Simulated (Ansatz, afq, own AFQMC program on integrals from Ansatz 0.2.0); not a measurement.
# Cu⁺, singlet in def2-TZVPP, levels against CCSDT(Q)

A free Cu cation.

Basis def2-TZVPP. Only valence electrons are correlated. Ansatz 0.2.0 and our own AFQMC program on the same integrals; the CISD trial comes from CCSD amplitudes, and released means the phaseless constraint is let go. Error bars are statistical, one sigma. The metal's outer-core s and p shells are frozen, which shifts wave-function levels against functionals.

Determinant: RHF, the one that the program's search chose, which needn't be the lowest solution.

No full CI on the walks' own integrals is used here; CCSDT(Q) serves as the reference and is uncertain by about the last step of the cluster series.

Cautions: no relativity below Rb; outer-core shells of the metal frozen.

- T1 diagnostic: 0.0129
- weight of the determinant in the CISD state: 0.948
- size of the correlated space: 10 electrons in 55 orbitals

Reference: CCSDT(Q), correlation energy -10.995 eV. The released energy is read at 1.20 1/Eh, later times being too noisy (meV from the phaseless value at times in 1/Eh: -2 ± 4 at 0.60, -8 ± 5 at 1.20, 17 ± 12 at 2.00, -4 ± 14 at 3.00, -7 ± 36 at 4.20).

| level | E − E(reference) (mEh) | share of correlation (%) |
| --- | --- | --- |
| HF | 404.04 | 0.00 |
| MP2 | -45.47 | 111.25 |
| CCSD | 11.76 | 97.09 |
| CCSD(T) | -1.11 | 100.27 |
| CCSDT | -0.05 | 100.01 |
| ph-AFQMC/HF | -10.12 ± 0.92 | 102.50 |
| ph-AFQMC/CISD | -0.24 ± 0.09 | 100.06 |
| released AFQMC | -0.54 ± 0.17 | 100.13 |

A walk keeps the symmetry of its determinant, which the program's search chose and which needn't be the lowest solution, so a lower state of the same spin and another symmetry isn't excluded. Released energies are given only where the last usable release times agree within the noise; a slower fall can still hide under it.
